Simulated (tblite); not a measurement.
Species: 3-amino-3-methyl-1-butyne, C5H9N.
Atom-mapped SMILES: `[CH:1]#[C:2][C:3]([CH3:4])([CH3:5])[NH2:6]` (hydrogens: H7 on C1; H8, H9, H10 on C4; H11, H12, H13 on C5; H14, H15 on N6)

A start from a force field or distance geometry was refined with GFN2-xTB geometry optimisation, gas phase in tblite. Values at the start:

| coordinate | start |
| --- | --- |
| C1≡C2 | 1.219 Å |
| C1–H7 | 1.056 Å |
| C2–C3 | 1.457 Å |
| C3–C4 | 1.528 Å |
| C3–N6 | 1.466 Å |
| C4–H8 | 1.110 Å |
| N6–H14 | 1.021 Å |
| C1–C2–C3 | 179.4° |
| C2–C3–C4 | 111.1° |
| C2–C3–N6 | 109.4° |
| C4–C3–C5 | 109.4° |
| C4–C3–N6 | 108.2° |

Q: How do these coordinates change at the GFN2-xTB level?

A: 
```
coordinate  GFN2-xTB (Å or °)  change
     C4–H8              1.088  -0.022
     C1≡C2              1.197  -0.022
     C2–C3              1.465  +0.008
     C1–H7              1.049  -0.007
    N6–H14              1.014  -0.007
     C3–C4              1.533  +0.005
     C3–N6              1.463  -0.003
  C1–C2–C3              175.3    -4.1
  C2–C3–N6              111.7    +2.3
  C2–C3–C4              109.1    -2.0
  C4–C3–C5              110.6    +1.2
  C4–C3–N6              108.2     0.0
```

The energy falls by 0.088 eV over 35 L-BFGS steps, the largest force on an atom goes from 2.43 to 0.008 eV/Å, and the atoms move by 0.043 Å rms after alignment. Among the bonds, C1≡C2 and C4–H8 change most and about equally (-0.022 Å). Bonds longer at the end by more than 0.005 Å: 1 of 14; shorter: 9. Rotational constants go from 4698, 2752, 2719 to 4695, 2780, 2734 MHz.

Its GFN2-xTB frequencies are all real (lowest 151 cm⁻¹). One conformer, not necessarily the lowest. 2 starts were optimised and ended at 0.00 and 1.06 kcal/mol (GFN2-xTB); the lowest of these is shown.

Shape of the structure used: `[CH:1]#[C:2][C:3]([CH3:4])([CH3:5])[NH2:6]`: H–N6–C3–C2 -60°, H–N6–C3–C2 60°.

These are computed values.
